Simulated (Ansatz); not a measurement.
# CH₄AlN (SMILES C=[N][AlH2]): single points off equilibrium

The task here is to estimate one member of a computed series from the others.

Method: single points in def2-TZVPP; program: Ansatz 0.2.0, Gaussian basis.

Cores are frozen in the correlated methods.

**Where the work starts**

SMILES `C=[N][AlH2]`, 7 atoms, charge 0, spin multiplicity 1.

Atoms are counted from 1 here; the program's logs count them from 0.

Bond lengths: C1–N2 1.292 Å, C1–H4 1.046 Å, C1–H5 1.072 Å, N2–Al3 1.772 Å, Al3–H6 1.517 Å, Al3–H7 1.564 Å. Angles: N2–C1–H4 129.9°, N2–C1–H5 120.8°, H4–C1–H5 109.2°, C1–N2–Al3 174.0°, N2–Al3–H6 120.4°, N2–Al3–H7 121.3°, H6–Al3–H7 118.2°.

As a file:

```tsv
atom	x (Å)	y (Å)	z (Å)
C1	-1.3341	-0.2427	-0.7400
N2	-0.2443	0.0066	-0.0924
Al3	1.3274	0.2095	0.6999
H4	-1.6834	-1.1412	-1.1455
H5	-2.0742	0.5197	-0.8827
H6	1.7658	1.5730	1.1985
H7	2.3184	-0.9901	0.8592
```

The first run:

run/in.yaml reads:

```yaml
crystal:
  periodic: [false, false, false]
  atoms:
    - {symbol: C, position_ang: [-1.334100, -0.242700, -0.740000]}
    - {symbol: N, position_ang: [-0.244300, 0.006600, -0.092400]}
    - {symbol: Al, position_ang: [1.327400, 0.209500, 0.699900]}
    - {symbol: H, position_ang: [-1.683400, -1.141200, -1.145500]}
    - {symbol: H, position_ang: [-2.074200, 0.519700, -0.882700]}
    - {symbol: H, position_ang: [1.765800, 1.573000, 1.198500]}
    - {symbol: H, position_ang: [2.318400, -0.990100, 0.859200]}
basis:
  gaussian: {orbitals: def2-TZVPP}
correlation: {method: ccsd_t}
output: {forces: true}
```

The command line of these runs was not kept.

Among the steps run: CCSD(T)/def2-TZVPP; PBE0-D4/def2-TZVPP; wB97M-V/def2-TZVPP; r2SCAN-D4/def2-TZVPP; PBE-D4/def2-TZVPP; HSE06-D4/def2-TZVPP; revPBE-D4/def2-TZVPP.

One table of the session follows, with a row left open; its other results are not shown here.

```
   method  RMS force component (eV/Å)  angle to CCSD(T) forces (°)  dipole (D)
  CCSD(T)                       1.096                    reference        1.41
  PBE0-D4                       1.349                          7.6        1.49
  wB97M-V                       1.290                          8.2        1.51
r2SCAN-D4                       1.283                          5.7        1.52
   PBE-D4                       1.245                          5.3        1.41
 HSE06-D4                           ?                            ?           ?
revPBE-D4                       1.221                          5.6        1.41
```

**Question.** Estimate the row for HSE06-D4.

**Answer.** RMS force component (eV/Å): 1.346; angle to CCSD(T) forces (°): 7.5; dipole (D): 1.49. In the column «RMS force component (eV/Å)» it lies between wB97M-V (1.290) and PBE0-D4 (1.349).
